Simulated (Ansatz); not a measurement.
Basis-set extrapolation for CH$_{2}$F$_{2}$NP (`FC(F)=NP`) (PBE0-D4/def2-TZVP geometry, frozen core, Ansatz). Multiplicity 1, RHF reference.

```csv
,def2-TZVPP,def2-QZVPP
HF,-633.216921,-633.239676
MP2 correlation,-0.993021,-1.077045
CCSD(T) correlation,-1.054064,not run
```

Energies in hartree. Use E(X) = E(∞) + A·exp(−7.88·√X) for Hartree–Fock and E(X) = E(∞) + B·X^(−2.97) for correlation, with X = 3 and 4, and add CCSD(T) minus MP2 of the smaller set to the MP2 limit.

Q: What is the CCSD(T) energy at the basis-set limit?

A: HF limit: -633.239676 + (-0.022755) × 0.13774 = -633.24281. MP2 limit: -1.077045 + (-0.084024) × 0.74074 = -1.13928. Higher-order term: -1.054064 − (-0.993021) = -0.06104. Total: -634.44313 hartree, 452.0 kJ/mol below CCSD(T)/def2-TZVPP.
